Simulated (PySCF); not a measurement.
An unknown is described by computed data only.

Elements present: C, Cl and H. Monoisotopic mass: 78.0236 u.

| Property | Result |
| --- | --- |
| 13C NMR | chemical shifts (computed TMS as zero) by class: 51.9 (1 C), 32.2 (1 C), 14.2 (1 C) ppm [GIAO PBE0/pcSseg-1] |
| 1H NMR | chemical shifts (computed TMS as zero) by class: 3.38 (2 H), 1.74 (2 H), 0.98 (3 H) ppm [GIAO PBE0/pcSseg-1] |
| Dipole | 2.25 D [CAM-B3LYP/def2-SVPD] |
| Triplet | lowest triplet excitation (Tamm–Dancoff): 6.77 eV [TDA CAM-B3LYP/def2-SVPD] |
| NMR, other nuclei | isotropic shieldings of nuclei other than C and H, by class: 854 (1 Cl) ppm [GIAO PBE0/pcSseg-1] |
| UV, first state | lowest singlet excitation: 7.45 eV (166 nm, f = 0.002) [TDDFT CAM-B3LYP/def2-SVPD] |
| Rotational structure | rotational constants A, B, C: 25.846, 2.406, 2.296 GHz [GFN2-xTB] |
| UV, strongest line | among the 8 lowest singlet transitions: S8 at 9.14 eV (136 nm, f = 0.089) [TDDFT CAM-B3LYP/def2-SVPD] |
| Polarisability | 52.9 au [CAM-B3LYP/def2-SVPD] |

Gas-phase values; electronic properties from PySCF, density fitting. Levels stand in brackets. Isolated species at its GFN2-xTB geometry (one conformer only). NMR classes are plain means over equivalent atoms (diastereotopic ones count apart unless rotation or inversion swaps them), as if these changed places fast.

Question: Which formula fits the mass and the elements?

Answer: C3H7Cl (calculated 78.0236). No other formula that holds each of these elements comes within 0.0003 u with a fitting electron parity and a possible valence count.

Question: Propose a structure and show how it fits.

Answer: Numbering: `[CH3:1][CH2:2][CH2:3][Cl:4]`. Its formula, C3H7Cl, gives 0 degrees of unsaturation, so no ring and no π bond. 3 carbons fall into 3 classes; from least to most shielded: sp3 C–Cl carbon [C3] (51.9 ppm), chain CH2 carbon [C2] (32.2 ppm), methyl carbon [C1] (14.2 ppm). Hydrogen classes from least to most shielded: 2 H on an sp3 C–Cl carbon, C3 (3.38 ppm), 2 H on a chain CH2 carbon, C2 (1.74 ppm), 3 H on a methyl carbon, C1 (0.98 ppm). The other shieldings belong to: 854 ppm, alkyl chlorine [Cl4]. The optimised geometry has point group Cs and is an asymmetric top. Structure: 1-chloropropane, `CCCCl`. Computed isomers that give other values at the same levels: `CC(C)Cl` (13C chemical shifts (computed TMS as zero) by class: 59.3 (1 C), 29.6 (2 C) ppm). The assignments are read from this structure; whether some other isomer fits the data as well wasn't checked.

Conformer computed: `[CH3:1][CH2:2][CH2:3][Cl:4]`: C1–C2–C3–Cl4 180°.
